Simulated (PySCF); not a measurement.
# P₂⁺: everyday levels beside a composite calculation

PySCF; the state is a doublet (π ↑). The composite is CCSD(T) extrapolated to the basis-set limit from two correlation-consistent sets, with core-valence (CV) and scalar-relativistic (SR) terms as its label shows; it has no spin–orbit coupling and nothing beyond (T). Here it is CCSD(T)/CBS(TQ)+CV+SR. It gives Re = 1.973 Å, ωe = 696 cm⁻¹ and De = 5.02 eV to P⁺ + P.

| level | basis | relativity | Re (Å) | ωe (cm⁻¹) | De (eV) |
| --- | --- | --- | --- | --- | --- |
| UHF-MP2 | aug-pcseg-1 | no relativity | 2.015 | 634 | 4.05 |
| UHF-SCS-MP2 | aug-pcseg-1 | no relativity | 2.008 | 649 | 3.99 |
| UHF-SCS-MP2 | def2-TZVPPD | no relativity | 1.985 | 676 | 4.64 |
| UHF-CCSD | def2-TZVPPD | no relativity | 1.972 | 716 | 4.37 |
| r²SCAN | def2-SVP | no relativity | 1.992 | 698 | 4.79 |
| r²SCAN | def2-TZVPPD | no relativity | 1.977 | 707 | 5.12 |
| B97-3 | def2-TZVPPD | no relativity | 1.970 | 721 | 5.25 |
| CAM-B3LYP | def2-TZVPPD | no relativity | 1.951 | 749 | 4.91 |
| LC-ωPBE | 6-311G(d,p) | no relativity | 1.928 | 798 | 4.03 |
| B2PLYP | aug-pcseg-1 | no relativity | 2.003 | 661 | 4.60 |

Problem. Give the difference of each row from the composite.

Solution. 

| level | basis | ΔRe (pm) | Δωe (%) | ΔDe (eV) |
| --- | --- | --- | --- | --- |
| UHF-MP2 | aug-pcseg-1 | +4.2 | -8.9 | -0.97 |
| UHF-SCS-MP2 | aug-pcseg-1 | +3.5 | -6.8 | -1.03 |
| UHF-SCS-MP2 | def2-TZVPPD | +1.2 | -2.9 | -0.38 |
| UHF-CCSD | def2-TZVPPD | -0.1 | +2.9 | -0.65 |
| r²SCAN | def2-SVP | +1.9 | +0.3 | -0.23 |
| r²SCAN | def2-TZVPPD | +0.4 | +1.6 | +0.10 |
| B97-3 | def2-TZVPPD | -0.3 | +3.6 | +0.23 |
| CAM-B3LYP | def2-TZVPPD | -2.2 | +7.6 | -0.11 |
| LC-ωPBE | 6-311G(d,p) | -4.5 | +14.7 | -0.99 |
| B2PLYP | aug-pcseg-1 | +3.0 | -5.0 | -0.42 |

Problem. Which rows come closest in De?

Solution. r²SCAN in def2-TZVPPD (+0.10 eV); CAM-B3LYP in def2-TZVPPD (-0.11 eV), counted from the composite.

Correlated steps freeze 10 core orbitals. Correlated levels converge slowly with the basis: in double zeta they bind strong bonds too weakly, by up to about 1 eV, and carry superposition errors of some tenths. B2PLYP dipoles, levels and charges come from its SCF part alone. The state was picked by a PBE0 search and need not be the measured ground state.
